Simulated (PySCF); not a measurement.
**How the method moves the HOMO and LUMO of `CC(C)(C)F`**

C4H9F.
Z-matrix (Å and degrees, PBE0-D3(BJ)/def2-SVP geometry), rows numbered from 1:
```
C 
C   1  1.5182
C   2  1.5184  1  111.98
C   2  1.5184  1  111.97  3  -126.71
F   2  1.3966  1  106.82  3   116.60
H   1  1.1000  2  111.00  3    63.25
H   1  1.0998  2  110.23  3  -176.50
H   1  1.0998  2  110.23  3   -57.01
H   3  1.1000  2  111.00  1   -63.23
H   3  1.0998  2  110.22  1   176.52
H   3  1.0998  2  110.23  1    57.03
H   4  1.0998  2  110.25  1   -57.01
H   4  1.1000  2  110.96  1    63.22
H   4  1.0998  2  110.27  1  -176.54
```

Basis pcSseg-1 throughout (PySCF), one geometry. Geometry: PBE0-D3(BJ)/def2-SVP; no solvent, vibrations or thermal averaging.

Task: How do the orbital energies, the gap and the dipole change with the method?

Result: 
```csv
method,kind,HOMO (eV),LUMO (eV),gap (eV),μ (D),SCF cycles
B97-2,global hybrid,-8.83,1.35,10.18,1.88,12
PBE0,global hybrid,-9.10,1.32,10.42,1.88,12
CAM-B3LYP,range-separated hybrid,-10.56,2.13,12.70,1.91,12
BHandHLYP,global hybrid,-10.63,1.97,12.60,2.00,12
wB97X-D,range-separated hybrid,-11.04,3.13,14.16,1.92,12
LC-wPBE,range-separated hybrid,-11.87,3.50,15.38,1.93,12
```

The HOMO spans 3.04 eV, from B97-2 down to LC-wPBE, and the gap runs from 10.18 eV (B97-2) to 15.38 eV (LC-wPBE). Over the methods B97-2 (21 %), PBE0 (25 %), BHandHLYP (50 %), a straight line through the gap against the share of exact exchange rises by 0.85 eV for each 10 % (correlation coefficient 0.999). The dipole ranges from 1.88 D (B97-2) to 2.00 D (BHandHLYP). This basis has no diffuse functions.

The vertical ΔSCF ionisation energy at wB97X-D/def2-SVPD is 11.44 eV; −ε(HOMO) comes closest to it with wB97X-D (11.04 eV).
